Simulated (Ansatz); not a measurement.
# PS2 (doublet): BHLYP, wB97M-V over a scan of the distance S1–P2, cc-pVDZ, part 1 of 2

How well do these functionals follow the top wave-function level for PS2 (doublet) over a scan of the distance S1–P2?

Program: Ansatz 0.2.0, Gaussian basis. Level of theory: cc-pVDZ, all electrons in the functionals. These are calculated values, not measurements.

The runs, in order: BHLYP, wB97M-V, at 1.528 Å; 1.681 Å; 1.911 Å; 2.066 Å; 2.294 Å; 2.632 Å; 3.112 Å; 3.474 Å; 4.117 Å; 5.270 Å; 6.428 Å (not every functional at every point).

40 further runs of the same task are left out: 4 for a known fault of the program, 30 that didn't finish, 6 set aside as unsound or not needed.

## 1. The geometry

The geometry derives from a PBE0/def2-TZVP stationary point (not a proven minimum). One bond is set to the value named and the two fragments are kept rigid.

3 atoms, charge 0, spin multiplicity 2.

Atoms are counted from 1 here; the program's logs count them from 0.

Bond lengths: S1–P2 1.911 Å, P2–S3 1.911 Å. Angles: S1–P2–S3 132.6°.

Coordinates:

```xyz
3
PS2
S     0.0000   -0.2500    1.7504
P     0.0000    0.5177    0.0000
S     0.0000   -0.2500   -1.7504
```

No dispersion term is added; wB97M-V holds VV10 nonlocal correlation.

The geometry shown and the zero of energy belong to the point 1.911 Å. The yardstick, UCCSDT(Q), and other wave-function levels (R restricted, U unrestricted, valence and pair active spaces) come from earlier runs.

## 2. BHLYP, 1.528 Å

Contents of in.yaml:

```yaml
crystal:
  periodic: [false, false, false]
  atoms:
    - {symbol: S, position_ang: [0.000000, -0.147964, 1.517701]}
    - {symbol: P, position_ang: [0.000000, 0.465746, 0.118364]}
    - {symbol: S, position_ang: [0.000000, -0.301932, -1.632038]}
basis:
  gaussian: {orbitals: cc-pVDZ}
magnetization: {spin_polarized: true, initial_magnetization: 1}
hamiltonian: {xc: {name: BHLYP}}
```

The run is started by

```
$ ansatz run in.yaml --threads 1 --pin off --events-out ev --progress --plain --max-ram 2393MiB
```

What it wrote:

```text
Functional definition: BHLYP
  name "BHLYP"
  cite "Becke, J. Chem. Phys. 98, 1372 (1993) doi:10.1063/1.464304"
  cite "Becke, Phys. Rev. A 38, 3098 (1988) doi:10.1103/PhysRevA.38.3098"
  cite "Lee, Yang & Parr, Phys. Rev. B 37, 785 (1988) doi:10.1103/PhysRevB.37.785"
  parameter a = 0.5
  exchange = (1 - a)*b88_x + a*exact_x
  correlation = lyp_c
576 factors; integrals over basis functions are off by at most 9.8e-4 eV
mean field evaluation 1: about -30952.9956 eV, gradient 1.1e1 eV
mean field evaluation 2: about -30952.8295 eV, gradient 1.2e1 eV
mean field evaluation 4: about -30953.8181 eV, gradient 5.6e-1 eV
mean field evaluation 8: about -30954.2587 eV, gradient 1.4e-1 eV
mean field evaluation 16: about -30954.2590 eV, gradient 1.6e-3 eV
mean field -30954.25900555 eV, -1137.5480369035 hartree, gradient 6.2e-5 eV, S^2 0.759141; 0 other end points of the search recorded, 0 dependent functions left out
reference -30954.25914018 eV, -1137.5480418512 hartree; 24, 23 occupied and 30, 31 virtual orbitals, 576 factors
Total energy: -30954.25914018 eV, -1137.5480418512 hartree
```

It took 3.4 s on 1 thread of Arm Neoverse V1, shared host.

From the report: ⟨S²⟩ of the determinant 0.759 (pure doublet: 0.75).

## 3. BHLYP, 1.681 Å

Contents of in.yaml:

```yaml
crystal:
  periodic: [false, false, false]
  atoms:
    - {symbol: S, position_ang: [0.000000, -0.188697, 1.610577]}
    - {symbol: P, position_ang: [0.000000, 0.486465, 0.071123]}
    - {symbol: S, position_ang: [0.000000, -0.281213, -1.679279]}
basis:
  gaussian: {orbitals: cc-pVDZ}
magnetization: {spin_polarized: true, initial_magnetization: 1}
hamiltonian: {xc: {name: BHLYP}}
```

Same command.

What it wrote:

```text
Functional definition: BHLYP
  name "BHLYP"
  cite "Becke, J. Chem. Phys. 98, 1372 (1993) doi:10.1063/1.464304"
  cite "Becke, Phys. Rev. A 38, 3098 (1988) doi:10.1103/PhysRevA.38.3098"
  cite "Lee, Yang & Parr, Phys. Rev. B 37, 785 (1988) doi:10.1103/PhysRevB.37.785"
  parameter a = 0.5
  exchange = (1 - a)*b88_x + a*exact_x
  correlation = lyp_c
576 factors; integrals over basis functions are off by at most 1.0e-3 eV
mean field evaluation 1: about -30956.6178 eV, gradient 1.1e1 eV
mean field evaluation 2: about -30956.3641 eV, gradient 1.3e1 eV
mean field evaluation 4: about -30957.3662 eV, gradient 7.8e-1 eV
mean field evaluation 8: about -30957.7549 eV, gradient 1.0e-1 eV
mean field evaluation 16: about -30957.7553 eV, gradient 2.3e-3 eV
mean field -30957.75526747 eV, -1137.6765221595 hartree, gradient 4.3e-5 eV, S^2 0.759833; 0 other end points of the search recorded, 0 dependent functions left out
reference -30957.75540321 eV, -1137.6765271477 hartree; 24, 23 occupied and 30, 31 virtual orbitals, 576 factors
Total energy: -30957.75540321 eV, -1137.6765271477 hartree
```

Wall time 3.5 s (1 thread of Arm Neoverse V1, shared host).

From the report: ⟨S²⟩ of the determinant 0.760 (pure doublet: 0.75).

## 4. BHLYP, 1.911 Å

Contents of in.yaml:

```yaml
crystal:
  periodic: [false, false, false]
  atoms:
    - {symbol: S, position_ang: [0.000000, -0.250020, 1.750402]}
    - {symbol: P, position_ang: [0.000000, 0.517658, 0.000000]}
    - {symbol: S, position_ang: [0.000000, -0.250020, -1.750402]}
basis:
  gaussian: {orbitals: cc-pVDZ}
magnetization: {spin_polarized: true, initial_magnetization: 1}
hamiltonian: {xc: {name: BHLYP}}
```

Launched as before.

What it wrote:

```text
Functional definition: BHLYP
  name "BHLYP"
  cite "Becke, J. Chem. Phys. 98, 1372 (1993) doi:10.1063/1.464304"
  cite "Becke, Phys. Rev. A 38, 3098 (1988) doi:10.1103/PhysRevA.38.3098"
  cite "Lee, Yang & Parr, Phys. Rev. B 37, 785 (1988) doi:10.1103/PhysRevB.37.785"
  parameter a = 0.5
  exchange = (1 - a)*b88_x + a*exact_x
  correlation = lyp_c
580 factors; integrals over basis functions are off by at most 7.7e-4 eV
mean field evaluation 1: about -30957.9358 eV, gradient 1.2e1 eV
mean field evaluation 2: about -30957.4071 eV, gradient 1.5e1 eV
mean field evaluation 4: about -30958.8225 eV, gradient 4.2e-1 eV
mean field evaluation 8: about -30959.1306 eV, gradient 6.6e-2 eV
mean field evaluation 16: about -30959.1307 eV, gradient 2.4e-4 eV
mean field evaluation 32: about -30957.8495 eV, gradient 5.5e0 eV
mean field -30959.13066040 eV, -1137.7270669173 hartree, gradient 3.5e-5 eV, S^2 0.761992; 3 other end points of the search recorded, 0 dependent functions left out
reference -30959.13079819 eV, -1137.7270719808 hartree; 24, 23 occupied and 30, 31 virtual orbitals, 580 factors
Total energy: -30959.13079819 eV, -1137.7270719808 hartree
```

It took 4 s on 1 thread of Arm Neoverse V1, shared host.

From the report: ⟨S²⟩ of the determinant 0.762 (pure doublet: 0.75).

## 5. BHLYP, 2.066 Å

Contents of in.yaml:

```yaml
crystal:
  periodic: [false, false, false]
  atoms:
    - {symbol: S, position_ang: [0.000000, -0.291194, 1.844282]}
    - {symbol: P, position_ang: [0.000000, 0.538601, -0.047753]}
    - {symbol: S, position_ang: [0.000000, -0.229077, -1.798155]}
basis:
  gaussian: {orbitals: cc-pVDZ}
magnetization: {spin_polarized: true, initial_magnetization: 1}
hamiltonian: {xc: {name: BHLYP}}
```

The command is unchanged.

What it wrote:

```text
Functional definition: BHLYP
  name "BHLYP"
  cite "Becke, J. Chem. Phys. 98, 1372 (1993) doi:10.1063/1.464304"
  cite "Becke, Phys. Rev. A 38, 3098 (1988) doi:10.1103/PhysRevA.38.3098"
  cite "Lee, Yang & Parr, Phys. Rev. B 37, 785 (1988) doi:10.1103/PhysRevB.37.785"
  parameter a = 0.5
  exchange = (1 - a)*b88_x + a*exact_x
  correlation = lyp_c
578 factors; integrals over basis functions are off by at most 9.9e-4 eV
mean field evaluation 1: about -30957.4508 eV, gradient 1.3e1 eV
mean field evaluation 2: about -30955.7281 eV, gradient 2.2e1 eV
mean field evaluation 4: about -30958.6472 eV, gradient 1.8e0 eV
mean field evaluation 8: about -30958.9395 eV, gradient 2.2e-1 eV
mean field evaluation 16: about -30958.9421 eV, gradient 1.7e-2 eV
mean field evaluation 32: about -30958.9421 eV, gradient 6.1e-5 eV
mean field -30958.94213525 eV, -1137.7201387457 hartree, gradient 1.6e-5 eV, S^2 0.766995; 5 other end points of the search recorded, 0 dependent functions left out
reference -30958.94227422 eV, -1137.7201438529 hartree; 24, 23 occupied and 30, 31 virtual orbitals, 578 factors
Total energy: -30958.94227422 eV, -1137.7201438529 hartree
```

It took 6 s on 1 thread of Arm Neoverse V1, shared host.

From the report: ⟨S²⟩ of the determinant 0.767 (pure doublet: 0.75).

From 1.911 Å: +0.189 eV.

## 6. BHLYP, 2.294 Å

Contents of in.yaml:

```yaml
crystal:
  periodic: [false, false, false]
  atoms:
    - {symbol: S, position_ang: [0.000000, -0.351893, 1.982685]}
    - {symbol: P, position_ang: [0.000000, 0.569476, -0.118152]}
    - {symbol: S, position_ang: [0.000000, -0.198202, -1.868554]}
basis:
  gaussian: {orbitals: cc-pVDZ}
magnetization: {spin_polarized: true, initial_magnetization: 1}
hamiltonian: {xc: {name: BHLYP}}
```

Same command.

What it wrote:

```text
Functional definition: BHLYP
  name "BHLYP"
  cite "Becke, J. Chem. Phys. 98, 1372 (1993) doi:10.1063/1.464304"
  cite "Becke, Phys. Rev. A 38, 3098 (1988) doi:10.1103/PhysRevA.38.3098"
  cite "Lee, Yang & Parr, Phys. Rev. B 37, 785 (1988) doi:10.1103/PhysRevB.37.785"
  parameter a = 0.5
  exchange = (1 - a)*b88_x + a*exact_x
  correlation = lyp_c
579 factors; integrals over basis functions are off by at most 9.2e-4 eV
mean field evaluation 1: about -30955.8814 eV, gradient 1.6e1 eV
mean field evaluation 2: about -30946.1762 eV, gradient 4.1e1 eV
mean field evaluation 4: about -30957.8917 eV, gradient 3.4e0 eV
mean field evaluation 8: about -30958.2518 eV, gradient 4.7e-1 eV
mean field evaluation 16: about -30958.3263 eV, gradient 1.4e-1 eV
mean field evaluation 32: about -30958.3297 eV, gradient 8.0e-5 eV
mean field -30958.32971554 eV, -1137.6976327364 hartree, gradient 1.1e-5 eV, S^2 0.763534; 5 other end points of the search recorded, 0 dependent functions left out
reference -30958.32985645 eV, -1137.6976379147 hartree; 24, 23 occupied and 30, 31 virtual orbitals, 579 factors
Total energy: -30958.32985645 eV, -1137.6976379147 hartree
```

Run time: 6.5 s. Hardware: 1 thread of Arm Neoverse V1, shared host.

From the report: ⟨S²⟩ of the determinant 0.764 (pure doublet: 0.75).

From 1.911 Å: +0.801 eV.

## 7. BHLYP, 2.632 Å

Contents of in.yaml:

```yaml
crystal:
  periodic: [false, false, false]
  atoms:
    - {symbol: S, position_ang: [0.000000, -0.441878, 2.187860]}
    - {symbol: P, position_ang: [0.000000, 0.615247, -0.222516]}
    - {symbol: S, position_ang: [0.000000, -0.152431, -1.972918]}
basis:
  gaussian: {orbitals: cc-pVDZ}
magnetization: {spin_polarized: true, initial_magnetization: 1}
hamiltonian: {xc: {name: BHLYP}}
```

Same command.

What it wrote:

```text
Functional definition: BHLYP
  name "BHLYP"
  cite "Becke, J. Chem. Phys. 98, 1372 (1993) doi:10.1063/1.464304"
  cite "Becke, Phys. Rev. A 38, 3098 (1988) doi:10.1103/PhysRevA.38.3098"
  cite "Lee, Yang & Parr, Phys. Rev. B 37, 785 (1988) doi:10.1103/PhysRevB.37.785"
  parameter a = 0.5
  exchange = (1 - a)*b88_x + a*exact_x
  correlation = lyp_c
580 factors; integrals over basis functions are off by at most 8.5e-4 eV
mean field evaluation 1: about -30953.2874 eV, gradient 1.9e1 eV
mean field evaluation 2: about -30910.2874 eV, gradient 6.7e1 eV
mean field evaluation 4: about -30956.6631 eV, gradient 6.5e0 eV
mean field evaluation 8: about -30957.2403 eV, gradient 7.7e-1 eV
mean field evaluation 16: about -30957.5774 eV, gradient 1.7e-1 eV
mean field evaluation 32: about -30957.5885 eV, gradient 1.4e-3 eV
mean field -30957.58845983 eV, -1137.6703920917 hartree, gradient 8.6e-6 eV, S^2 0.839096; 4 other end points of the search recorded, 0 dependent functions left out
reference -30957.58860298 eV, -1137.6703973523 hartree; 24, 23 occupied and 30, 31 virtual orbitals, 580 factors
Total energy: -30957.58860298 eV, -1137.6703973523 hartree
```

Wall time 6.5 s (1 thread of Arm Neoverse V1, shared host).

From the report: ⟨S²⟩ of the determinant 0.839 (pure doublet: 0.75).

From 1.911 Å: +1.542 eV.

## 8. BHLYP, 3.112 Å

Contents of in.yaml:

```yaml
crystal:
  periodic: [false, false, false]
  atoms:
    - {symbol: S, position_ang: [0.000000, -0.569666, 2.479234]}
    - {symbol: P, position_ang: [0.000000, 0.680247, -0.370724]}
    - {symbol: S, position_ang: [0.000000, -0.087431, -2.121126]}
basis:
  gaussian: {orbitals: cc-pVDZ}
magnetization: {spin_polarized: true, initial_magnetization: 1}
hamiltonian: {xc: {name: BHLYP}}
```

Launched as before.

What it wrote (excerpt; [...] marks lines left out):

```text
Functional definition: BHLYP
  name "BHLYP"
  cite "Becke, J. Chem. Phys. 98, 1372 (1993) doi:10.1063/1.464304"
  cite "Becke, Phys. Rev. A 38, 3098 (1988) doi:10.1103/PhysRevA.38.3098"
  cite "Lee, Yang & Parr, Phys. Rev. B 37, 785 (1988) doi:10.1103/PhysRevB.37.785"
[...]
581 factors; integrals over basis functions are off by at most 8.8e-4 eV
[...]
mean field -30956.98398625 eV, -1137.6481780972 hartree, gradient 2.5e-6 eV, S^2 1.423546; 7 other end points of the search recorded, 0 dependent functions left out
reference -30956.98413559 eV, -1137.6481835856 hartree; 24, 23 occupied and 30, 31 virtual orbitals, 581 factors
Total energy: -30956.98413559 eV, -1137.6481835856 hartree
```

Run time: 20 s. Hardware: 1 thread of Arm Neoverse V1, shared host.

From the report: ⟨S²⟩ of the determinant 1.424 (pure doublet: 0.75). The determinant is far from a pure spin state, so its energy mixes those of several spin states (harmless only where they are near-degenerate, as at dissociation).

From 1.911 Å: +2.147 eV.

## 9. BHLYP, 3.474 Å

Contents of in.yaml:

```yaml
crystal:
  periodic: [false, false, false]
  atoms:
    - {symbol: S, position_ang: [0.000000, -0.666040, 2.698978]}
    - {symbol: P, position_ang: [0.000000, 0.729268, -0.482498]}
    - {symbol: S, position_ang: [0.000000, -0.038410, -2.232900]}
basis:
  gaussian: {orbitals: cc-pVDZ}
magnetization: {spin_polarized: true, initial_magnetization: 1}
hamiltonian: {xc: {name: BHLYP}}
```

Launched as before.

What it wrote (excerpt; [...] marks lines left out):

```text
Functional definition: BHLYP
  name "BHLYP"
  cite "Becke, J. Chem. Phys. 98, 1372 (1993) doi:10.1063/1.464304"
  cite "Becke, Phys. Rev. A 38, 3098 (1988) doi:10.1103/PhysRevA.38.3098"
  cite "Lee, Yang & Parr, Phys. Rev. B 37, 785 (1988) doi:10.1103/PhysRevB.37.785"
[...]
582 factors; integrals over basis functions are off by at most 8.8e-4 eV
[...]
mean field -30956.79759684 eV, -1137.6413284127 hartree, gradient 9.7e-6 eV, S^2 1.609719; 7 other end points of the search recorded, 0 dependent functions left out
reference -30956.79775211 eV, -1137.6413341189 hartree; 24, 23 occupied and 30, 31 virtual orbitals, 582 factors
Total energy: -30956.79775211 eV, -1137.6413341189 hartree
```

Run time: 18 s. Hardware: 1 thread of Arm Neoverse V1, shared host.

From the report: ⟨S²⟩ of the determinant 1.610 (pure doublet: 0.75). The determinant is far from a pure spin state, so its energy mixes those of several spin states (harmless only where they are near-degenerate, as at dissociation).

From 1.911 Å: +2.333 eV.

## 10. BHLYP, 4.117 Å

Contents of in.yaml:

```yaml
crystal:
  periodic: [false, false, false]
  atoms:
    - {symbol: S, position_ang: [0.000000, -0.837223, 3.089297]}
    - {symbol: P, position_ang: [0.000000, 0.816341, -0.681036]}
    - {symbol: S, position_ang: [0.000000, 0.048663, -2.431438]}
basis:
  gaussian: {orbitals: cc-pVDZ}
magnetization: {spin_polarized: true, initial_magnetization: 1}
hamiltonian: {xc: {name: BHLYP}}
```

Same command.

What it wrote (excerpt; [...] marks lines left out):

```text
Functional definition: BHLYP
  name "BHLYP"
  cite "Becke, J. Chem. Phys. 98, 1372 (1993) doi:10.1063/1.464304"
  cite "Becke, Phys. Rev. A 38, 3098 (1988) doi:10.1103/PhysRevA.38.3098"
  cite "Lee, Yang & Parr, Phys. Rev. B 37, 785 (1988) doi:10.1103/PhysRevB.37.785"
[...]
581 factors; integrals over basis functions are off by at most 8.9e-4 eV
[...]
mean field -30956.66006411 eV, -1137.6362741782 hartree, gradient 4.0e-6 eV, S^2 1.729109; 7 other end points of the search recorded, 0 dependent functions left out
reference -30956.66022789 eV, -1137.6362801971 hartree; 24, 23 occupied and 30, 31 virtual orbitals, 581 factors
Total energy: -30956.66022789 eV, -1137.6362801971 hartree
```

Run time: 22 s. Hardware: 1 thread of Arm Neoverse V1, shared host.

From the report: ⟨S²⟩ of the determinant 1.729 (pure doublet: 0.75). The determinant is far from a pure spin state, so its energy mixes those of several spin states (harmless only where they are near-degenerate, as at dissociation).

From 1.911 Å: +2.471 eV.

## 11. BHLYP, 5.270 Å

Contents of in.yaml:

```yaml
crystal:
  periodic: [false, false, false]
  atoms:
    - {symbol: S, position_ang: [0.000000, -1.144181, 3.789201]}
    - {symbol: P, position_ang: [0.000000, 0.972477, -1.037046]}
    - {symbol: S, position_ang: [0.000000, 0.204799, -2.787448]}
basis:
  gaussian: {orbitals: cc-pVDZ}
magnetization: {spin_polarized: true, initial_magnetization: 1}
hamiltonian: {xc: {name: BHLYP}}
```

Same command.

What it wrote (excerpt; [...] marks lines left out):

```text
Functional definition: BHLYP
  name "BHLYP"
  cite "Becke, J. Chem. Phys. 98, 1372 (1993) doi:10.1063/1.464304"
  cite "Becke, Phys. Rev. A 38, 3098 (1988) doi:10.1103/PhysRevA.38.3098"
  cite "Lee, Yang & Parr, Phys. Rev. B 37, 785 (1988) doi:10.1103/PhysRevB.37.785"
[...]
578 factors; integrals over basis functions are off by at most 8.9e-4 eV
[...]
mean field -30956.62034570 eV, -1137.6348145537 hartree, gradient 4.1e-6 eV, S^2 1.760817; 10 other end points of the search recorded, 0 dependent functions left out
reference -30956.62052957 eV, -1137.6348213106 hartree; 24, 23 occupied and 30, 31 virtual orbitals, 578 factors
Total energy: -30956.62052957 eV, -1137.6348213106 hartree
```

Wall time 31 s (1 thread of Arm Neoverse V1, shared host).

From the report: ⟨S²⟩ of the determinant 1.761 (pure doublet: 0.75). The determinant is far from a pure spin state, so its energy mixes those of several spin states (harmless only where they are near-degenerate, as at dissociation).

From 1.911 Å: +2.510 eV.

## 12. BHLYP, 6.428 Å

Contents of in.yaml:

```yaml
crystal:
  periodic: [false, false, false]
  atoms:
    - {symbol: S, position_ang: [0.000000, -1.452471, 4.492139]}
    - {symbol: P, position_ang: [0.000000, 1.129290, -1.394599]}
    - {symbol: S, position_ang: [0.000000, 0.361612, -3.145001]}
basis:
  gaussian: {orbitals: cc-pVDZ}
magnetization: {spin_polarized: true, initial_magnetization: 1}
hamiltonian: {xc: {name: BHLYP}}
```

The command is unchanged.

What it wrote (excerpt; [...] marks lines left out):

```text
Functional definition: BHLYP
  name "BHLYP"
  cite "Becke, J. Chem. Phys. 98, 1372 (1993) doi:10.1063/1.464304"
  cite "Becke, Phys. Rev. A 38, 3098 (1988) doi:10.1103/PhysRevA.38.3098"
  cite "Lee, Yang & Parr, Phys. Rev. B 37, 785 (1988) doi:10.1103/PhysRevB.37.785"
[...]
578 factors; integrals over basis functions are off by at most 8.9e-4 eV
[...]
mean field -30956.61553953 eV, -1137.6346379301 hartree, gradient 8.9e-6 eV, S^2 1.760854; 8 other end points of the search recorded, 0 dependent functions left out
reference -30956.61573508 eV, -1137.6346451163 hartree; 24, 23 occupied and 30, 31 virtual orbitals, 578 factors
Total energy: -30956.61573508 eV, -1137.6346451163 hartree
```

Wall time 24 s (1 thread of Arm Neoverse V1, shared host).

From the report: ⟨S²⟩ of the determinant 1.761 (pure doublet: 0.75). The determinant is far from a pure spin state, so its energy mixes those of several spin states (harmless only where they are near-degenerate, as at dissociation).

From 1.911 Å: +2.515 eV.

## 13. wB97M-V, 1.528 Å

Contents of in.yaml:

```yaml
crystal:
  periodic: [false, false, false]
  atoms:
    - {symbol: S, position_ang: [0.000000, -0.147964, 1.517701]}
    - {symbol: P, position_ang: [0.000000, 0.465746, 0.118364]}
    - {symbol: S, position_ang: [0.000000, -0.301932, -1.632038]}
basis:
  gaussian: {orbitals: cc-pVDZ}
magnetization: {spin_polarized: true, initial_magnetization: 1}
hamiltonian: {xc: {name: wB97M-V}}
output: {orbitals: {seedname: orbitals}}
```

Same command.

What it wrote (excerpt; [...] marks lines left out):

```text
Functional definition: wB97M-V
  name "wB97M-V"
  cite "Mardirossian & Head-Gordon, J. Chem. Phys. 144, 214110 (2016) doi:10.1063/1.4952647"
  cite "Becke, J. Chem. Phys. 107, 8554 (1997) doi:10.1063/1.475007"
  cite "Vydrov & Van Voorhis, J. Chem. Phys. 133, 244103 (2010) doi:10.1063/1.3521275"
  # Of w^i u^j: cxij and so on, Table III.
[...]
  gx(w, u) = 1 - cx + cx01*u + cx10*w
  gss(w, u) = css00 + css04*u^4 + css10*w + css20*w^2 + css43*w^4*u^3
  gos(w, u) = cos00 + cos10*w + (cos20 + cos21*u)*w^2 + (cos60 + cos61*u)*w^6
[...]
      + integral(e_c_pw_mod_opposite_spin*gos(b97_w_opposite, b97_u_opposite)) + vv10(b, c)
576 factors; integrals over basis functions are off by at most 9.8e-4 eV
152 factors; integrals over basis functions are off by at most 8.1e-6 eV
[...]
mean field -30952.80895326 eV, -1137.4947484648 hartree, gradient 1.6e-5 eV, S^2 0.753851; 0 other end points of the search recorded, 0 dependent functions left out
reference -30952.80898093 eV, -1137.4947494819 hartree; 24, 23 occupied and 30, 31 virtual orbitals, 576 factors
Total energy: -30952.80898093 eV, -1137.4947494819 hartree
```

Run time: 15 s. Hardware: 1 thread of Arm Neoverse V1, shared host.

From the report: ⟨S²⟩ of the determinant 0.754 (pure doublet: 0.75).

(Continued in part 2 of 2.)
